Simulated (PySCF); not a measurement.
Computed spin Hamiltonian

Species: C2H4F2N (doublet state).
Geometry (GFN2-xTB, Å), atoms numbered from 1 in this order:
```xyz
9
C2H4F2N angstrom
C     -1.1110    0.1936   -0.1286
N      0.1170   -0.5446    0.0330
C      1.2930    0.1602    0.2693
F      1.5808    1.0793   -0.6815
F      2.3633   -0.6502    0.4327
H     -1.4954    0.5863    0.8191
H     -1.8555   -0.4681   -0.5677
H     -0.9297    1.0261   -0.8057
H      0.0512   -1.3766    0.6044
```

The hyperfine couplings belong to this conformer and change with its torsions.

The species is `F[C](F)NC` [radical].

Level of theory: UKS B3LYP, pcH-1 on C F H N, non-relativistic, mean-field spin-orbit, GIAO in PySCF 2.14.0. Geometry: GFN2-xTB, one conformer, isolated molecule. The geometry wasn't refined by DFT: couplings that depend on bond lengths, twists or pyramidal angles can differ widely from those at the functional's own minimum. Stability of the SCF solution: not tested.

```json
{
 "g1, g2, g3": "2.00187, 2.00371, 2.00406",
 "g_iso": "2.00321",
 "Form of g": "rhombic: the two nearest values differ by 16 % of g3 − g1",
 "⟨S²⟩": "0.7523 (exact 0.7500)",
 "α and β electrons": "21, 20",
 "Total energy": "-333.01431 Eh",
 "Basis functions": "165"
}
```

Hyperfine couplings atom by atom, in MHz; T1 to T3 are the principal values of the dipolar part:

```csv
atom,isotope,a_iso,T1,T2,T3,Mulliken spin population
C1,13C,5.1,-1.6,-0.8,2.4,-0.01
N2,14N,4.2,-11.8,-11.6,23.4,0.15
C3,13C,528.9,-65.5,-64.5,130.0,0.75
F4,19F,409.8,-195.1,-181.3,376.4,0.05
F5,19F,332.8,-177.8,-163.6,341.3,0.04
H6,1H,19.2,-3.9,-2.6,6.5,0.02
H7,1H,3.2,-2.9,-2.4,5.3,0.00
H8,1H,3.6,-4.0,-2.6,6.6,0.00
H9,1H,-14.1,-14.6,-5.8,20.4,0.00
```

The largest Mulliken spin populations are on C3 (+0.75) and N2 (+0.15). The angles at C3 add up to 335.4°, so it is pyramidal.

Axes: g3 points within 8° of the N2–H9 bond.

Under fast tumbling the dipolar parts average out, and these isotropic splittings remain: 2 × 19F (F4/F5, I = 1/2, 3 lines) with 13.24 mT, 1 × 1H (H9, I = 1/2, 2 lines) with 0.50 mT, 3 × 1H (H6/H7/H8, I = 1/2, 4 lines) with 0.31 mT and 1 × 14N (N2, I = 1, 3 lines) with 0.15 mT.

Means are taken over nuclei equivalent by connectivity, which assumes that they swap fast. The three 1H nuclei of mean +8.7 MHz run from 3.2 to 19.2 MHz in the frozen geometry. The 19F value of +371.3 MHz is a mean of couplings from 332.8 to 409.8 MHz in this one geometry, not an average over conformers.

The 13C coupling of C3 (528.9 MHz) shows only in satellite lines or after enrichment, since that isotope makes up about 1.07 % of natural carbon.

Examples of negative spin density at the nucleus (bohr⁻³): H9 (-0.0032).

Hardware: one thread of an Arm Neoverse V2, shared host. Cost: 13 s wall (with the writing of density and orbital grids), 0.58 GiB resident at most.
